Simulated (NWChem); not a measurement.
System: Li$_{2}$; SMILES [Li][Li]

NWChem printed, in part:

```
             Northwest Computational Chemistry Package (NWChem) 7.3.0
             --------------------------------------------------------

                             Geometry "geometry" -> ""
                             -------------------------

 Output coordinates in angstroms (scale by  1.889725989 to convert to a.u.)

  No.       Tag          Charge          X              Y              Z
 ---- ---------------- ---------- -------------- -------------- --------------
    1 Li                   3.0000     0.00000000     0.00000000    -1.36345500
    2 Li                   3.0000     0.00000000     0.00000000     1.36345500

 Effective nuclear repulsion energy (a.u.)       1.7465172085

                                 NWChem DFT Module
                                 -----------------

 Summary of "ao basis" -> "ao basis" (spherical)
 ------------------------------------------------------------------------------
       Tag                 Description            Shells   Functions and Types
 ---------------- ------------------------------  ------  ---------------------
 Li                        def2-svpd                 6       12   3s3p

            General Information
            -------------------
          SCF calculation type: DFT
          Wavefunction type:  closed shell.
          No. of atoms     :     2
          No. of electrons :     6
           Alpha electrons :     3
            Beta electrons :     3
          Charge           :     0
          Spin multiplicity:     1
          Use of symmetry is: off; symmetry adaption is: off
          Maximum number of iterations: 150
          AO basis - number of functions:    24
                     number of shells:    12
          Convergence on energy requested:  1.00D-06
          Convergence on density requested:  1.00D-05
          Convergence on gradient requested:  5.00D-04

              XC Information
              --------------
                         B3LYP Method XC Potential
                     Hartree-Fock (Exact) Exchange  0.200
                        Slater Exchange Functional  0.800 local
                    Becke 1988 Exchange Functional  0.720 non-local
              Lee-Yang-Parr Correlation Functional  0.810
                  VWN I RPA Correlation Functional  0.190 local

             Grid Information
             ----------------
          Grid used for XC integration:  medium
          Radial quadrature: Mura-Knowles
          Angular quadrature: Lebedev.
          Tag              B.-S. Rad. Rad. Pts. Rad. Cut. Ang. Pts.
          ---              ---------- --------- --------- ---------
          Li                  1.45       49          15.0       434
          Grid pruning is: on
          Number of quadrature shells:    98
          Spatial weights used:  Erf1

      Superposition of Atomic Density Guess
      -------------------------------------

 Sum of atomic energies:         -14.85012796

      Non-variational initial energy
      ------------------------------

 Total energy =     -14.795043
 1-e energy   =     -22.849554
 2-e energy   =       6.307993
 HOMO         =      -0.161081
 LUMO         =      -0.020197

   convergence    iter        energy       DeltaE   RMS-Dens  Diis-err
 ---------------- ----- ----------------- --------- --------- ---------
 d= 0,ls=0.0,diis     1    -15.0007694969 -1.67D+01  1.16D-02  7.63D-03
 d= 0,ls=0.0,diis     2    -15.0032592892 -2.49D-03  3.54D-03  4.05D-04
 d= 0,ls=0.0,diis     3    -15.0034139056 -1.55D-04  9.12D-04  4.26D-05
 d= 0,ls=0.0,diis     4    -15.0034368907 -2.30D-05  5.16D-05  4.61D-08
 d= 0,ls=0.0,diis     5    -15.0034369153 -2.46D-08  5.79D-06  1.98D-10

         Total DFT energy =      -15.003436915345
      One electron energy =      -23.070418168999
           Coulomb energy =       10.026020713853
    Exchange-Corr. energy =       -3.705556668687
 Nuclear repulsion energy =        1.746517208488

 Numeric. integr. density =        6.000000252236

                       DFT Final Molecular Orbital Analysis
                       ------------------------------------

 Vector    1  Occ=2.000000D+00  E=-1.999560D+00
              MO Center=  2.2D-13,  2.3D-13, -1.0D-07, r^2= 2.0D+00
   Bfn.  Coefficient  Atom+Function         Bfn.  Coefficient  Atom+Function
  ----- ------------  ---------------      ----- ------------  ---------------
     1      0.701671  1 Li s                 13      0.701671  2 Li s

 Vector    2  Occ=2.000000D+00  E=-1.999203D+00
              MO Center=  2.1D-13,  2.3D-13,  1.0D-07, r^2= 2.0D+00
   Bfn.  Coefficient  Atom+Function         Bfn.  Coefficient  Atom+Function
  ----- ------------  ---------------      ----- ------------  ---------------
     1      0.702221  1 Li s                 13     -0.702221  2 Li s
     2      0.038917  1 Li s                 14     -0.038917  2 Li s

 Vector    3  Occ=2.000000D+00  E=-1.321725D-01
              MO Center=  1.0D-10,  1.1D-10, -8.5D-11, r^2= 5.2D+00
   Bfn.  Coefficient  Atom+Function         Bfn.  Coefficient  Atom+Function
  ----- ------------  ---------------      ----- ------------  ---------------
     2      0.454773  1 Li s                 14      0.454773  2 Li s
     1     -0.182402  1 Li s                 13     -0.182402  2 Li s
     3      0.106552  1 Li s                 15      0.106552  2 Li s
     9      0.075457  1 Li pz                21     -0.075457  2 Li pz
     6      0.037328  1 Li pz                18     -0.037328  2 Li pz

 Vector    4  Occ=0.000000D+00  E=-5.194664D-02
              MO Center=  1.3D-10,  1.3D-10, -7.6D-11, r^2= 1.2D+01
   Bfn.  Coefficient  Atom+Function         Bfn.  Coefficient  Atom+Function
  ----- ------------  ---------------      ----- ------------  ---------------
     3      0.444187  1 Li s                 15     -0.444187  2 Li s
     2      0.371536  1 Li s                 14     -0.371536  2 Li s
     9     -0.147643  1 Li pz                21     -0.147643  2 Li pz
    12     -0.140424  1 Li pz                24     -0.140424  2 Li pz
     1     -0.133515  1 Li s                 13      0.133515  2 Li s

[...]

                                NWChem TDDFT Module
                                -------------------

            General Information
            -------------------
           No. of orbitals :      48
            Alpha orbitals :      24
             Beta orbitals :      24
        Alpha frozen cores :       0
         Beta frozen cores :       0
     Alpha frozen virtuals :       0
      Beta frozen virtuals :       0
         Spin multiplicity :       1
    Number of AO functions :      24
        Use of symmetry is : off
      Symmetry adaption is : off
         Schwarz screening :  0.10D-07

              XC Information
              --------------
                  B3LYP Method XC Potential
              Hartree-Fock (Exact) Exchange   0.20
                 Slater Exchange Functional   0.80 local
             Becke 1988 Exchange Functional   0.72 non-local
       Lee-Yang-Parr Correlation Functional   0.81
           VWN I RPA Correlation Functional   0.19 local

             TDDFT Information
             -----------------
          Calculation type : Tamm-Dancoff TDDFT
         Wavefunction type : Restricted singlets & triplets
          No. of electrons :       6
           Alpha electrons :       3
            Beta electrons :       3
              No. of roots :       8
          Max subspacesize :    5600
            Max iterations :     100
               Target root :       1
           Target symmetry : none
      Symmetry restriction : off
                 Algorithm : Optimal
        Davidson threshold :  0.10D-03

    8 smallest eigenvalue differences (eV)
--------------------------------------------------------
  No. Spin  Occ  Vir  Irrep   E(Occ)    E(Vir)   E(Diff)
--------------------------------------------------------
    1    1    3    4 a        -0.132    -0.052     2.183
    2    1    3    5 a        -0.132    -0.032     2.720
    3    1    3    6 a        -0.132    -0.032     2.720
    4    1    3    7 a        -0.132    -0.019     3.073
    5    1    3    8 a        -0.132     0.016     4.021
    6    1    3    9 a        -0.132     0.016     4.021
    7    1    3   10 a        -0.132     0.043     4.763
    8    1    3   11 a        -0.132     0.051     4.971
--------------------------------------------------------

  Entering Davidson iterations
  Restricted singlet excited states

  Iter   NTrls   NConv    DeltaV     DeltaE      Time
  ----  ------  ------  ---------  ---------  ---------
    1      8       0     0.30E-01   0.10+100        0.2
    2     16       0     0.74E-02   0.30E-02        0.3
    3     24       6     0.17E-03   0.37E-04        0.2
    4     26       8     0.86E-04   0.31E-07        0.1
  ----  ------  ------  ---------  ---------  ---------
  Convergence criterion met

  Ground state a         -15.003436915345 a.u.

  ----------------------------------------------------------------------------
  Root   1 singlet a              0.076830675 a.u.                2.0907 eV
  ----------------------------------------------------------------------------
     Transition Moments    X  0.00000   Y  0.00000   Z -3.58187
     Dipole Oscillator Strength                    0.6571478950
     Electric Quadrupole                           0.0000000000
     Magnetic Dipole                               0.0000000000
     Total Oscillator Strength                     0.6571478950

     Occ.    3  a   ---  Virt.    4  a       -0.98784
     Occ.    3  a   ---  Virt.   11  a       -0.08013
     Occ.    3  a   ---  Virt.   12  a        0.11168
     Occ.    3  a   ---  Virt.   18  a       -0.07196
  ----------------------------------------------------------------------------
  Root   2 singlet a              0.099916708 a.u.                2.7189 eV
  ----------------------------------------------------------------------------
     Transition Moments    X -2.30543   Y -2.30719   Z -0.00000
     Dipole Oscillator Strength                    0.7086187762
     Electric Quadrupole                           0.0000000000
     Magnetic Dipole                               0.0000000000
     Total Oscillator Strength                     0.7086187762

     Occ.    3  a   ---  Virt.    5  a        0.99161
     Occ.    3  a   ---  Virt.   15  a       -0.12855
  ----------------------------------------------------------------------------
  Root   3 singlet a              0.099916708 a.u.                2.7189 eV
  ----------------------------------------------------------------------------
     Transition Moments    X -2.30719   Y  2.30543   Z  0.00000
     Dipole Oscillator Strength                    0.7086187762
     Electric Quadrupole                           0.0000000000
     Magnetic Dipole                               0.0000000000
     Total Oscillator Strength                     0.7086187762

     Occ.    3  a   ---  Virt.    6  a        0.99161
     Occ.    3  a   ---  Virt.   14  a       -0.12855
  ----------------------------------------------------------------------------
  Root   4 singlet a              0.100544647 a.u.                2.7360 eV
  ----------------------------------------------------------------------------
     Transition Moments    X -0.00000   Y -0.00000   Z  0.00000
     Dipole Oscillator Strength                    0.0000000000
     Electric Quadrupole                           0.0000004537
     Magnetic Dipole                               0.0000000000
     Total Oscillator Strength                     0.0000004537

     Occ.    3  a   ---  Virt.    7  a       -0.95428
     Occ.    3  a   ---  Virt.   10  a        0.28885
     Occ.    3  a   ---  Virt.   13  a       -0.07624
  ----------------------------------------------------------------------------
  Root   5 singlet a              0.115584002 a.u.                3.1452 eV
  ----------------------------------------------------------------------------
     Transition Moments    X  0.00000   Y  0.00000   Z -0.00000
     Dipole Oscillator Strength                    0.0000000000
     Electric Quadrupole                           0.0000007662
     Magnetic Dipole                               0.0000000000
     Total Oscillator Strength                     0.0000007662

     Occ.    3  a   ---  Virt.    8  a       -0.99880
  ----------------------------------------------------------------------------
  Root   6 singlet a              0.115584002 a.u.                3.1452 eV
  ----------------------------------------------------------------------------
     Transition Moments    X  0.00000   Y -0.00000   Z  0.00000
     Dipole Oscillator Strength                    0.0000000000
     Electric Quadrupole                           0.0000007662
     Magnetic Dipole                               0.0000000000
     Total Oscillator Strength                     0.0000007662

     Occ.    3  a   ---  Virt.    9  a        0.99880
  ----------------------------------------------------------------------------
  Root   7 singlet a              0.153795993 a.u.                4.1850 eV
  ----------------------------------------------------------------------------
     Transition Moments    X  0.00000   Y  0.00000   Z -0.00000
     Dipole Oscillator Strength                    0.0000000000
     Electric Quadrupole                           0.0000001192
     Magnetic Dipole                               0.0000000000
     Total Oscillator Strength                     0.0000001192

     Occ.    3  a   ---  Virt.    7  a       -0.25724
     Occ.    3  a   ---  Virt.   10  a       -0.92433
     Occ.    3  a   ---  Virt.   13  a       -0.28180
  ----------------------------------------------------------------------------
  Root   8 singlet a              0.156508245 a.u.                4.2588 eV
  ----------------------------------------------------------------------------
     Transition Moments    X  0.00000   Y  0.00000   Z  0.12561
     Dipole Oscillator Strength                    0.0016463489
     Electric Quadrupole                           0.0000000000
     Magnetic Dipole                               0.0000000000
     Total Oscillator Strength                     0.0016463489

     Occ.    3  a   ---  Virt.   11  a       -0.96080
     Occ.    3  a   ---  Virt.   12  a       -0.26254
     Occ.    3  a   ---  Virt.   18  a        0.07817

              Target root =      1
          Target symmetry = none
      Ground state energy =    -15.003436915345
        Excitation energy =      0.076830675134
     Excited state energy =    -14.926606240211

  stored tddft:energy   -14.926606240210576

    8 smallest eigenvalue differences (eV)
--------------------------------------------------------
  No. Spin  Occ  Vir  Irrep   E(Occ)    E(Vir)   E(Diff)
--------------------------------------------------------
    1    1    3    4 a        -0.132    -0.052     2.183
    2    1    3    5 a        -0.132    -0.032     2.720
    3    1    3    6 a        -0.132    -0.032     2.720
    4    1    3    7 a        -0.132    -0.019     3.073
    5    1    3    8 a        -0.132     0.016     4.021
    6    1    3    9 a        -0.132     0.016     4.021
    7    1    3   10 a        -0.132     0.043     4.763
    8    1    3   11 a        -0.132     0.051     4.971
--------------------------------------------------------

  Entering Davidson iterations
  Restricted triplet excited states

[...]
```

Level: B3LYP/def2-SVPD, TDA. Geometry: optimised at B3LYP/6-31G* (spherical d).

**Question.** Which NWChem input produces such a log?

**Answer.** Several could match; the one computed here: the input that was run:
```
start job
memory heap 200 mb stack 900 mb global 1100 mb
geometry units angstroms noautosym nocenter noautoz
  Li     0.000000     0.000000    -1.363455
  Li     0.000000     0.000000     1.363455
end
basis spherical
  Li library def2-svpd
end
dft
  xc b3lyp
  iterations 150
end
tddft
  cis
  nroots 8
end
task tddft energy
```
